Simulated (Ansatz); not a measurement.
C6H8 can be A, `C1CC2=C1CC2`, or B, `C=C1C=CCC1`.

Calculated with Ansatz (gas phase, PBE0-D4/def2-TZVP geometries, no zero-point term in ΔE). CCSD(T)/CBS is the MP2 limit (def2-TZVPP, def2-QZVPP) plus CCSD(T) − MP2 in def2-TZVPP, frozen cores. Functionals use def2-TZVPP. B3LYP here is the variant with VWN-RPA as its local correlation; programs differ in this.

Task: Which is lower in electronic energy at CCSD(T)/CBS, and by how much? (An estimate is asked.)

Result: Computed: B, by 64.9 kcal/mol.

Task: Give E(B) − E(A) in kcal/mol with PBE0-D4, CCSD/def2-TZVPP, HF/def2-TZVPP, LDA (SPW92), MP2/def2-TZVPP, B3LYP, B2PLYP. (Estimate.)

Result: Ansatz gave: PBE0-D4 -62.5, CCSD/def2-TZVPP -65.3, HF/def2-TZVPP -72.8, LDA (SPW92) -59.5, MP2/def2-TZVPP -62.9, B3LYP -67.4, B2PLYP -66.5. None reverses the order clearly.

Task: Does the order hold for the free energy at 298.15 K (harmonic terms from PBE0-D4)? (Best estimate.)

Result: The calculation gave: Yes: G(B) − G(A) = -66.0 kcal/mol. Modes under 60 cm⁻¹, often nearly free rotors, make the harmonic entropy too high.

Largest T1 diagnostic: 0.011.

From BLYP to BHLYP (50 % exact exchange), in def2-TZVPP and without D4, E(B) − E(A) moves by −2.1 kcal/mol. In def2-TZVPP, CCSD(T) changes the Hartree–Fock value by +8.0 kcal/mol (the triples alone add +0.5 kcal/mol) and MP2 by +9.9 kcal/mol.
